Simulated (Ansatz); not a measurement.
**C₂HO−: functionals against CCSD(T) at one geometry**

The task here is to estimate one member of a computed series from the others.

Computed with Ansatz 0.2.0, Gaussian basis. Level: single points in def2-TZVPPD.

Correlated methods freeze the cores.

## Where the work starts

4 atoms, charge -1, spin multiplicity 1.

Atoms are counted from 1 here; the program's logs count them from 0.

Bond lengths: C1–C2 1.279 Å, C1–H4 1.190 Å, C2–O3 1.317 Å. Angles: C2–C1–H4 147.6°, C1–C2–O3 162.7°.

As a file:

```xyz
4
charge -1, multiplicity 1
C    -0.6015    0.3459   -0.1804
C     0.4089   -0.3366    0.2043
O     1.1719   -1.2146    0.8213
H    -1.0206    1.2110   -0.8811
```

The first run:

The input, run/in.yaml:

```yaml
crystal:
  periodic: [false, false, false]
  atoms:
    - {symbol: C, position_ang: [-0.601500, 0.345900, -0.180400]}
    - {symbol: C, position_ang: [0.408900, -0.336600, 0.204300]}
    - {symbol: O, position_ang: [1.171900, -1.214600, 0.821300]}
    - {symbol: H, position_ang: [-1.020600, 1.211000, -0.881100]}
basis:
  gaussian: {orbitals: "def2-TZVPPD.json"}
total_charge: -1
correlation: {method: ccsd_t}
output: {forces: true}
```

The basis file named in the input lies beside it (Basis Set Exchange, JSON).

The command line of these runs was not kept.

Among the steps run: CCSD(T)/def2-TZVPPD; PBE0-D4/def2-TZVPPD; wB97M-V/def2-TZVPPD; r2SCAN-D4/def2-TZVPPD; PBE-D4/def2-TZVPPD; revPBE-D4/def2-TZVPPD; BLYP-D4/def2-TZVPPD.

One of the session's tables, all rows but one given; the rest of the session is left out.

| method | RMS force component (eV/Å) | angle to CCSD(T) forces (°) |
| --- | --- | --- |
| CCSD(T) | 1.910 | reference |
| PBE0-D4 | 2.116 | 10.4 |
| wB97M-V | ? | ? |
| r2SCAN-D4 | 2.029 | 6.3 |
| PBE-D4 | 1.888 | 3.0 |
| revPBE-D4 | 1.848 | 3.8 |
| BLYP-D4 | 1.768 | 0.8 |

Q: Estimate the row for wB97M-V from the others.

The run gave: RMS force component (eV/Å): 2.011; angle to CCSD(T) forces (°): 13.1. In the column «RMS force component (eV/Å)» it lies between CCSD(T) (1.910) and r2SCAN-D4 (2.029).
